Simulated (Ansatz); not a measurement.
```xyz
5

N     0.000    0.000    0.000
H     0.543    0.508   -0.703
H    -0.898   -0.284   -0.402
H    -0.164    0.607    0.808
H     0.519   -0.831    0.297
```

Charge 1, multiplicity 1.

Question: List the CAM-B3LYP/def2-TZVPP orbital energies in eV (Ansatz 0.2.0). (Estimate.)

Answer: Ansatz gave: Occupied: -401.67, -36.12, -24.32, -24.32, -24.32. Lowest empty: -5.16, -2.76, -2.76, -2.76, 1.16, 1.16, 1.16, 5.51.
